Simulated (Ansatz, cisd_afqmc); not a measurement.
System: HCl, charge 1, doublet. HCl+ (parent SMILES Cl, doublet).
B3LYP-D3(BJ)/def2-TZVP minimum from Ansatz (a first-principles code):
```xyz
2

Cl     0.0000     0.0000    -0.0736
H      0.0000     0.0000     1.2515
```
Charge +1, spin multiplicity 2.

Total energies in cc-pV(Q+d)Z, 7 correlated electrons, 5 frozen orbitals. Radicals and triplets start from unrestricted determinants; spin-orbit coupling is neglected. Correlated methods leave the cores frozen. No relativity. The Monte Carlo rows (phaseless AFQMC, CISD trial, step 0.005/hartree) carry one-sigma bars that omit the constraint's bias. Outlying blocks are dropped, and bars are widened where a walk drifts. Over all cases where full CI ran beside it in this data, AFQMC minus full CI had a median of +0.1 mEh and passed +0.4 mEh in a tenth of the cases.

```csv
method,program,energy (Eh),minus CCSDT(Q) (mEh)
HF,Ansatz,-459.68871,208.78
MP2,Ansatz,-459.86497,32.52
CCSD,Ansatz,-459.88936,8.13
CCSD(T),Ansatz,-459.89647,1.02
CCSDT(Q),Ansatz,-459.89749,0.00
AFQMC/CISD,cisd_afqmc,-459.8970 ± 0.0003,0.5 ± 0.3
```

Rough core times of Ansatz's runs on a shared machine: CCSD(T) under 20 s, CCSDT(Q) 2 min.
